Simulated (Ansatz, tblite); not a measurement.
Removing an electron: cyclo-(PH)3 (P₃H₃). Charge 0, multiplicity 1. Geometry: PBE0-D4/def2-TZVP. Ansatz, gas phase; energy differences of separate SCF runs; the oxidised species was run as a doublet alone.

```xyz
6

P     0.588   -0.932   -0.707
P    -0.081   -0.222    1.288
P     0.163    1.202   -0.373
H    -0.704   -1.185   -1.241
H    -1.476   -0.365    1.061
H     1.510    1.501   -0.028
```

The xTB rows come from tblite. Correlated methods freeze 15 core orbitals.

```json
{"level": "GFN1-xTB", "−HOMO (eV)": "10.89", "vertical IE (eV)": "14.83", "−LUMO (eV)": "7.02", "HOMO–LUMO gap (eV)": "3.87", "remarks": "–"}
{"level": "HF/def2-TZVPP", "−HOMO (eV)": "–", "vertical IE (eV)": "8.71", "−LUMO (eV)": "–", "HOMO–LUMO gap (eV)": "–", "remarks": "–"}
{"level": "r2SCAN-D4/def2-TZVP", "−HOMO (eV)": "6.66", "vertical IE (eV)": "9.44", "−LUMO (eV)": "1.46", "HOMO–LUMO gap (eV)": "5.20", "remarks": "–"}
{"level": "MP2/def2-TZVPP", "−HOMO (eV)": "–", "vertical IE (eV)": "9.78", "−LUMO (eV)": "–", "HOMO–LUMO gap (eV)": "–", "remarks": "–"}
{"level": "CCSD/def2-TZVPP", "−HOMO (eV)": "–", "vertical IE (eV)": "9.53", "−LUMO (eV)": "–", "HOMO–LUMO gap (eV)": "–", "remarks": "large T1 (+1 doublet)"}
```

(1) Estimate the rows for GFN2-xTB, PBE-D4/def2-TZVP, PBE0-D4/def2-TZVP, CCSD(T)/def2-TZVPP.

Results:

(1) 
```tsv
level	−HOMO (eV)	vertical IE (eV)	−LUMO (eV)	HOMO–LUMO gap (eV)	remarks
GFN2-xTB	11.09	13.75	7.49	3.60	–
PBE-D4/def2-TZVP	6.43	9.36	1.59	4.83	–
PBE0-D4/def2-TZVP	7.47	9.50	0.76	6.70	–
CCSD(T)/def2-TZVPP	–	9.54	–	–	large T1 (+1 doublet)
```

Relaxing the oxidised species (PBE0-D4/def2-TZVP) changes its energy by -0.32 eV at PBE0-D4/def2-TZVP, so the adiabatic ionisation energy to this nearest minimum is 9.18 eV. At PBE-D4/def2-TZVP it is 9.06 eV.   Raw xTB energy differences between charge states are shifted by several eV; the methods need an empirical correction for them.
